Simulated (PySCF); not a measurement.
Match the calculated data to a structure.

| technique | computed result |
| --- | --- |
| NMR, other nuclei | isotropic shieldings of nuclei other than C and H, by class: 76 (2 O), 111 (1 O), 176 (1 S) ppm [GIAO KT2/pcSseg-2] |
| 1H NMR | chemical shifts (computed TMS as zero) by class: 4.43 (1 H), 2.98 (2 H), 1.41 (3 H) ppm [GIAO KT2/pcSseg-2] |
| Polarisability | 55.9 au [wB97X-D/def2-SVPD] |
| Triplet | lowest triplet excitation (Tamm–Dancoff): 7.98 eV [TDA wB97X-D/def2-SVPD] |
| Rotational structure | rotational constants A, B, C: 4.521, 2.425, 2.424 GHz [PBE0-D3(BJ)/def2-SVP] |
| Valence photoelectron | vertical ionisation energy: 11.52 eV [ΔSCF wB97X-D/def2-SVPD] |
| 13C NMR | chemical shifts (computed TMS as zero) by class: 55.0 (1 C), 10.8 (1 C) ppm [GIAO KT2/pcSseg-2] |
| UV, first state | lowest singlet excitation: 8.29 eV (150 nm, f = 0.011) [TDDFT wB97X-D/def2-SVPD] |

Electronic properties: PySCF, gas phase, density fitting. Levels stand in brackets. Isolated species at its PBE0-D3(BJ)/def2-SVP geometry (one conformer only). NMR values are class means; diastereotopic atoms form classes of their own.

Question: Which candidate is it?
A. `COS(=O)OC`
B. `COC(C)(C)C`
C. `CCS(=O)(=O)O`

Answer: C. It is `CCS(=O)(=O)O`. Numbering: `[CH3:1][CH2:2][S:3](=[O:4])(=[O:5])[OH:6]`. 2 carbons fall into 2 classes; from least to most shielded: sp3 carbon bound to sulfur [C2] (55.0 ppm), methyl carbon [C1] (10.8 ppm). Hydrogen classes from least to most shielded: 1 H on a hydroxyl oxygen, O6 (4.43 ppm), 2 H on an sp3 carbon bound to sulfur, C2 (2.98 ppm), 3 H on a methyl carbon, C1 (1.41 ppm). The other shieldings belong to: 76 ppm, sulfonyl oxygen [O4/O5]; 111 ppm, hydroxyl oxygen [O6]; 176 ppm, sulfonyl sulfur [S3]. The first electron is taken from the HOMO, whose largest Löwdin shares are 0.42 on a sulfonyl oxygen, 0.37 on a sulfonyl oxygen, 0.09 on the hydroxyl oxygen and 0.06 on the sulfonyl sulfur. The optimised geometry has point group C1 and is an asymmetric top.

The others, at the same levels:
- `COS(=O)OC` fails: its computed lowest singlet excitation is 5.97 eV (208 nm, f = 0.072) (against 8.29 eV), vertical ionisation energy is 10.12 eV (against 11.52 eV) and lowest triplet excitation (Tamm–Dancoff) is 4.88 eV (against 7.98 eV).
- `COC(C)(C)C` fails: it has 12 hydrogens where the 1H data count 6; its computed lowest singlet excitation is 7.45 eV (167 nm, f = 0.000) (against 8.29 eV), vertical ionisation energy is 9.48 eV (against 11.52 eV) and lowest triplet excitation (Tamm–Dancoff) is 7.40 eV (against 7.98 eV).

Each candidate is one conformer, not necessarily the lowest. The conformers computed, where there is a choice (atom-mapped SMILES and torsion angles):
- `[CH3:1][CH2:2][S:3](=[O:4])(=[O:5])[OH:6]`: C1–C2–S3–O4 -46°, H–O6–S3–C2 111°
- `[CH3:1][O:2][S:3](=[O:4])[O:5][CH3:6]`: C1–O2–S3–O4 61°, O2–S3–O5–C6 -171°
- `[CH3:1][O:2][C:3]([CH3:4])([CH3:5])[CH3:6]`: C1–O2–C3–C4 60°
